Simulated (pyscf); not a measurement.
Structures and frequencies: ωB97X-D3(BJ)/def2-SVP in PySCF.

Problem. HS–SnH₂–GeH₃ + H₂ → H₃Ge–SnH₃ + H₂S
Surface: singlet. Broken: S–Sn, H–H. Formed: H–Sn, H–S. Give ΔE‡ and ΔE from PBE0-D3(BJ)/def2-TZVP, relative to the separated reactants.

Solution. ΔE‡ = 1.98 eV, ΔE = +0.43 eV. ωB97M-D3(BJ)/def2-TZVP gives 2.21 eV and +0.35 eV. Zero-point energy shifts the barrier by +0.04 eV. It is a four-centre exchange, with an imaginary mode of 1583i cm⁻¹. This is the saddle that the search found; another between the same sides may lie lower. Elements up to Kr have no core potential and no relativistic terms here. Elements past Kr carry the def2 core potentials, without spin-orbit coupling.
